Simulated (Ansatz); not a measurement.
Reaction (isomerisation): `F/C=C\C=C/F` → `C=C(F)/C=C/F`

Isolated molecules relaxed with PBE0-D4/def2-TZVP in Ansatz; ΔE leaves out vibrations. CCSD(T)/CBS adds triple-zeta CCSD(T) − MP2 to the extrapolated MP2 energy (def2 sets, frozen cores). Double bonds are as drawn, so ΔE can hold a change between cis and trans. DFT in def2-TZVPP. One conformer a species, not always the lowest.

`F/C=C\C=C/F`:

Cartesian coordinates in Å:
```
F 2.275 -0.409 -0.965
C 1.130 0.090 -1.442
C 0.040 0.198 -0.692
C -0.040 -0.199 0.692
C -1.130 -0.090 1.442
F -2.275 0.409 0.965
H 1.207 0.383 -2.482
H -0.839 0.615 -1.169
H 0.839 -0.615 1.169
H -1.207 -0.383 2.482
```

`C=C(F)/C=C/F`:

```xyz
10

C    -1.436   -1.208   -0.151
C    -0.252   -0.622   -0.275
F     0.701   -1.212   -1.020
C     0.159    0.629    0.318
C     1.367    1.145    0.140
F     1.714    2.301    0.702
H    -2.206   -0.741    0.445
H    -1.643   -2.150   -0.639
H    -0.565    1.153    0.930
H     2.161    0.704   -0.450
```

```json
{"level": "ωB97X-V", "ΔE (kJ/mol)": "-4.8"}
{"level": "ωB97M-V", "ΔE (kJ/mol)": "-5.5"}
{"level": "r2SCAN", "ΔE (kJ/mol)": "-5.2"}
{"level": "HF/def2-TZVPP", "ΔE (kJ/mol)": "-5.3"}
{"level": "MP2/def2-TZVPP", "ΔE (kJ/mol)": "-3.6"}
{"level": "CCSD/def2-TZVPP", "ΔE (kJ/mol)": "-4.1"}
{"level": "HF/def2-QZVPP", "ΔE (kJ/mol)": "-5.3"}
{"level": "HF/CBS(def2)", "ΔE (kJ/mol)": "-5.3"}
```

**Question.** What does CCSD(T)/CBS give? (An estimate is asked.)

**Answer.** The calculation gave: -3.6 kJ/mol. The listed levels differ from it by -1.2, -1.9, -1.6, -1.7, 0.0, -0.5, -1.7, -1.7 kJ/mol.

Largest T1 diagnostic among the species: 0.013.
